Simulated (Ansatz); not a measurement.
# CH₅ (doublet): the correlation ladder at distance C1–H5 along a hydrogen transfer = 1.090 Å, cc-pVDZ

Aim: climb from Hartree-Fock through coupled cluster and multireference methods for CH₅ (doublet) at one geometry and basis, and see what each rung misses.

Program: Ansatz 0.2.0, Gaussian basis. Level of theory: cc-pVDZ, core rule «outside noble gas», up to 1 orbitals frozen. These are calculated values, not measurements.

Plan: UHF; CCSD(T) on ROHF; CCSD(T) on UHF; BCCD(T) on ROHF; CISD; CCSDT(Q) on ROHF; CCSDT(Q) on UHF; CASSCF and MRCISD+Q, 3 electrons in 3 orbitals; CASSCF and NEVPT2, 3 electrons in 3 orbitals; CASSCF and MRCISD+Q, 9 electrons in 9 orbitals; CASSCF and MRCISD+Q(relaxed), 9 electrons in 9 orbitals; CASSCF and NEVPT2, 9 electrons in 9 orbitals.

7 further runs of the same task are left out: 7 that didn't finish.

## Step 1: The system

The geometry derives from fragments relaxed apart (PBE0/def2-TZVP) and kept rigid, so it is no stationary point. A hydrogen atom is moved between rigid fragments.

6 atoms, charge 0, spin multiplicity 2.

Atoms are counted from 1 here; the program's logs count them from 0.

Bond lengths: C1–H2 1.090 Å, C1–H3 1.090 Å, C1–H4 1.090 Å, C1–H5 1.090 Å. Angles: H2–C1–H3 109.5°, H2–C1–H4 109.5°, H2–C1–H5 109.5°, H3–C1–H4 109.5°, H3–C1–H5 109.5°, H4–C1–H5 109.5°.

## Step 2: UHF

in.yaml

```yaml
crystal:
  periodic: [false, false, false]
  atoms:
    - {symbol: C, position_ang: [-0.124970, 0.000000, 0.000000]}
    - {symbol: H, position_ang: [-0.488176, 1.027301, 0.000000]}
    - {symbol: H, position_ang: [-0.488176, -0.513650, 0.889668]}
    - {symbol: H, position_ang: [-0.488176, -0.513650, -0.889669]}
    - {symbol: H, position_ang: [0.964647, 0.000000, 0.000000]}
    - {symbol: H, position_ang: [1.989030, 0.000000, 0.000000]}
basis:
  gaussian: {orbitals: cc-pVDZ}
magnetization: {spin_polarized: true, initial_magnetization: 1}
hamiltonian: {xc: hf}
output: {orbitals: {seedname: orbitals}}
```

Run with:

```
$ ansatz run in.yaml --threads 1 --pin off --events-out ev --progress --plain --max-ram 2393MiB
```

After this run come: CCSD(T) on ROHF; CCSD(T) on UHF; BCCD(T) on ROHF; CISD; CCSDT(Q) on ROHF; CCSDT(Q) on UHF; CASSCF and MRCISD+Q, 3 electrons in 3 orbitals; CASSCF and NEVPT2, 3 electrons in 3 orbitals; CASSCF and MRCISD+Q, 9 electrons in 9 orbitals; CASSCF and MRCISD+Q(relaxed), 9 electrons in 9 orbitals; CASSCF and NEVPT2, 9 electrons in 9 orbitals.

Q: Predict the results of all the runs planned. Wanted: UCCSDT(Q) below the RHF energy; RMP2 from UCCSDT(Q); UMP2 from UCCSDT(Q); RCCSD from UCCSDT(Q); RCCSD(T) from UCCSDT(Q); UCCSD(T) from UCCSDT(Q); RCCSDT(Q) from UCCSDT(Q); NEVPT2 pair from UCCSDT(Q); NEVPT2 valence from UCCSDT(Q).

**Answer**, as computed:

```
                         quantity                                                                                                value
   UCCSDT(Q) below the RHF energy                                                                                           -5.5272 eV
              RMP2 from UCCSDT(Q)                                                                                      +19.07 kcal/mol
              UMP2 from UCCSDT(Q)                                                                                      +19.16 kcal/mol
             RCCSD from UCCSDT(Q)                                                                                       +3.07 kcal/mol
          RCCSD(T) from UCCSDT(Q)                                                                                       +0.40 kcal/mol
          UCCSD(T) from UCCSDT(Q)                                                                                       +0.40 kcal/mol
         RCCSDT(Q) from UCCSDT(Q)                                                                                        0.00 kcal/mol
       NEVPT2 pair from UCCSDT(Q)                                                                                      +19.27 kcal/mol
    NEVPT2 valence from UCCSDT(Q)                                                                                      +18.80 kcal/mol
  MRCISD+Q valence from UCCSDT(Q)                                                                                       +0.09 kcal/mol
levels within 1 kcal/mol (43 meV)  RCCSD(T), UCCSD(T), BCCD(T), RCCSDT, UCCSDT, RCCSDT(Q), MRCISD+Q valence, MRCISD+Q(relaxed) valence
                    T1 diagnostic                                                                                                0.017
   effectively unpaired electrons                                                                                                 1.01
```

RCCSD(T) lands +0.40 kcal/mol from the yardstick (0.3 % of the correlation energy). One determinant dominates. Of the multireference levels listed MRCISD+Q valence comes nearest in total energy (+0.09 kcal/mol), which doesn't show that its space is the better one. These misses are within one basis, not against nature; the frozen cores of restricted and unrestricted runs differ, which can shift their rows.
